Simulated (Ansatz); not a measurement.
Mulliken charges of `C=C=C=CF` from r2SCAN/def2-TZVPP in Ansatz (PBE0-D4/def2-TZVP geometry).

| atom | x (Å) | y (Å) | z (Å) | charge (e) |
| --- | --- | --- | --- | --- |
| C1 | -0.033 | 1.959 | 0.064 | -0.194 |
| C2 | -0.009 | 0.652 | 0.020 | 0.026 |
| C3 | 0.021 | -0.610 | -0.027 | -0.078 |
| C4 | 0.002 | -1.918 | -0.047 | 0.092 |
| F5 | 0.980 | -2.639 | -0.604 | -0.178 |
| H6 | -0.856 | 2.488 | 0.532 | 0.110 |
| H7 | 0.770 | 2.547 | -0.367 | 0.112 |
| H8 | -0.783 | -2.536 | 0.373 | 0.109 |

**Question.** By hand: the dipole of these point charges (1 e Å = 4.8032 D).

**Answer.** Σ q r = (-0.263, 0.260, 0.151) e Å, of length 0.399 e Å = 1.92 D.

**Question.** How does the dipole of the full density compare? (Estimate.)

**Answer.** Ansatz gave: (-0.205, 0.176, 0.117) e Å, 1.41 D; the point charges give 1.36 times that, at 4° from its direction.

Point charges leave out the atoms' own dipoles, such as those of lone pairs, and Mulliken's split depends on the basis, so the two needn't agree.
